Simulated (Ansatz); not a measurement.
## Relaxing Rb2Y

All numbers below come from DFT PBE, scalar-relativistic, plane waves, PAW in Ansatz 0.2.0.

Rb2Y was placed on the fluorite structure type (Fm-3m, No. 225), with Y in place of Ca, Rb in place of F, at a guessed volume.

Input of the last, converged step (default PAW datasets):

```yaml
crystal:
  lattice:
    - [0.0, 4.896160022, 4.896160022]
    - [4.896160022, 0.0, 4.896160022]
    - [4.896160022, 4.896160022, 0.0]
  atoms:
    - { symbol: Rb, position: [0.25, 0.25, 0.25] }
    - { symbol: Rb, position: [0.75, 0.75, 0.75] }
    - { symbol: "Y", position: [0.0, 0.0, 0.0] }
basis:
  ecutwfc: 420
kpoints:
  mp_grid: { grid: [8, 8, 8] }
hamiltonian:
  xc: pbe
scf:
  occupations: { method: gaussian, width: 0.1 }
output:
  forces: true
  stress: true
  eigenvalues: true
relax:
  adjacent_minimum: "off"
  f_tol: 0.01
  max_steps: 80
  cell: { stress_tol: 0.05 }
```

Launched as:

```bash
ansatz run input.yaml --threads 1 --pin off --max-ram 2560MiB --backend cpu --events-out ev --progress --plain --runs-dir out
```

It took 26 s on 1 thread of Arm Neoverse V1 (shared host), peak memory 0.49 GiB.

The program printed at the end:

```
SCF converged after 4 iterations
Free energy (F): -10380.270800 eV
Harris-Foulkes:  -10380.270800 eV  (|F-HF|=3.64e-12)
Internal energy: -10380.222596 eV  (E = F + TS)
E sigma→0 (E₀):  -10380.246698 eV
Entropy (-TS):   -0.048205 eV (-16.068 meV/atom)
Fermi energy:    2.250420 eV
--- Per-component energies (eV) ---
  E_band       = -438.484823
  E_kinetic    = 681.614007
  E_local      = -2406.252790  (includes V_loc(G=0)·N_el)
  E_nonlocal   = 398.146461
  E_hartree    = 739.840231
  E_xc         = -428.117235
  E_vxc        = -464.387426  (∫ρ·V_xc dr)
  E_paw        = -8061.423892  (= ΣΔE_a)
  E_vpaw       = -127.285486  (= ΣTr[D̂ρ^β])
  E_aug_tail   = 0.000001  (compensation charges beyond the density's cutoff)
  E_ewald      = -1304.029378
  E_smearing   = -0.048205  (= −TS)
  E_closure    =  0.000000  (closes the sum)
  Σ components = -10380.270800   (vs F -10380.270800, Δ=0.00e0)
--- Forces (eV/Å), atoms counted from 1 ---
  atom   1  Rb     0.00000000     0.00000000     0.00000000
  atom   2  Rb     0.00000000     0.00000000     0.00000000
  atom   3  Y      0.00000000     0.00000000     0.00000000
  max |Σ_I F_I| component: 6.94e-18 eV/Å
--- Stress (GPa, compression-positive) ---
        0.003651       0.000000       0.000000
        0.000000       0.003651       0.000000
        0.000000       0.000000       0.003651
  P = ⅓ Tr σ = 0.0037 GPa (0.037 kbar)
--- Relaxed structure (3 steps of the walk, 3 accepted, 1 SCFs on fresh bases) ---
  F+E_penalty+E_count = -10380.27080042 eV   max|allowed force component| = 1.311e-17 eV/Å   (the final SCF, on the basis selected at the relaxed cell)
  cell:  # Å, volume = 241.9806 Å³
    - [0.000000, 4.945955, 4.945955]
    - [4.945955, 0.000000, 4.945955]
    - [4.945955, 4.945955, 0.000000]
  atoms:
    - { symbol: Rb, position: [0.25, 0.25, 0.25] }
    - { symbol: Rb, position: [0.750000, 0.750000, 0.750000] }
    - { symbol: Y, position: [0.000000, 0.000000, 0.000000] }
```

Absolute energies hang on the potentials; compare differences alone.

The result has space group Fm-3m (No. 225). Rb has 4 Y at 4.28 Å and 6 Rb at 4.95 Å; Y has 8 Rb at 4.28 Å.

Against the elements it lies at 1.04 eV/atom. The zero of energy is the elements' standard structures at the same level; no fitted shifts are applied.

The k mesh leaves about 4 meV/atom of noise in metals.

A structure relaxed within its symmetry needn't be a true minimum.